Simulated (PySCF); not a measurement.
Gas-phase reaction: 2 SiHCl + i-Si4H10 + 2 Cl2 ⇌ 6 SiH2Cl

Energies from PySCF, thermal terms from the rigid-rotor harmonic-oscillator model, ideal gas at 1 bar. † marks an energy on the PBE0/def2-TZVP geometry and frequencies; other levels use their own. MP2 freezes the core. 6-31G* has spherical d functions here. Open shells (unrestricted): SiH2Cl (multiplicity 2); the rest are closed-shell singlets. SiHCl, SiH2Cl: computed as isolated molecules; such fragments, hydroxides, amides, oligomers or adducts are transient or little studied in the gas. MP2 isn't extrapolated to the basis-set limit; its ΔH°(298 K) is -189.6 kJ in def2-SVP and -166.7 kJ in def2-TZVPP. The harmonic model lacks anharmonicity and excited electronic states, which grow with temperature; levels with a mode under 35 cm⁻¹ are left out. Internal rotation in i-Si4H10 is treated as a harmonic vibration of one conformer, which makes the entropy rough.

```csv
level,"ΔE electronic, kJ","ΔH°(298 K), kJ","ΔS°(298 K), J/K","ΔG°(2000 K), kJ"
BLYP/def2-TZVP†,-102,-110,216,-492
HF/6-31G*,-378,-384,217,-769
HF/def2-TZVP†,-391,-399,216,-781
M06-2X/def2-TZVP†,-144,-152,216,-534
MP2/def2-TZVPP†,-159,-167,216,-549
PBE/def2-TZVP†,-99,-107,216,-489
PBE0/def2-SVP†,-143,-151,216,-533
r2SCAN/def2-TZVP†,-201,-209,216,-591
LDA/def2-TZVP†,-31,-39,216,-421
ωB97M-V/def2-TZVP†,-64,-72,216,-454
ωB97X-V/def2-TZVP†,-89,-97,216,-479
```
ΔH° is lowest at HF/def2-TZVP† and highest at LDA/def2-TZVP†. No reference value is set beside these.
